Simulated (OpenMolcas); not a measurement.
**A ladder of methods for BN (SMILES B#N)**

The species is BN (2 atoms), meant as a triplet with charge 0. As SMILES, `B#N`. Geometry: relaxed at GFN2-xTB.

```xyz
2

B     0.0000    0.0000    0.0000
N     0.0000    0.0000    1.2684
```

Quantity: the energy change with the B1–N2 bond stretched from 1.268 to 1.585 Å, in eV. The values are calculated.

```tsv
level	kind	program	value (eV)	less FCI/STO-3G	CPU time (all runs)
ROHF/STO-3G	Hartree–Fock	OpenMolcas	1.88	+1.25	4.7 s
USVWN5/STO-3G	LDA	OpenMolcas	0.81	+0.18	8.4 s
UPBE/STO-3G	GGA	OpenMolcas	0.67	+0.04	8.5 s
UB3LYP/STO-3G	global hybrid	OpenMolcas	0.87	+0.24	9.2 s
UM06-2X/STO-3G	hybrid meta-GGA	OpenMolcas	1.25	+0.62	11 s
CASSCF(4,4)/STO-3G	multireference	OpenMolcas	0.92	+0.29	3 s
MRCI(4,4)/STO-3G	multireference	OpenMolcas	1.33	+0.70	3.3 s
SC-NEVPT2(4,4)/STO-3G	multireference	OpenMolcas	1.24	+0.61	2.9 s
FCI/STO-3G	exact in the basis	OpenMolcas	0.63	0.00	3.5 s
```

FCI/STO-3G is exact within its basis and frozen core, so for wave-function methods in that basis the difference is their error; functionals converge differently with the basis, so for them it is only a difference. The first shape isn't each level's own minimum. The values span 0.63 to 1.88 eV. All rows use very small basis sets, so even the best lies far from the true value. Times are those of the runs behind each value, whatever else they computed, on shared processors of several kinds: orders of magnitude only.
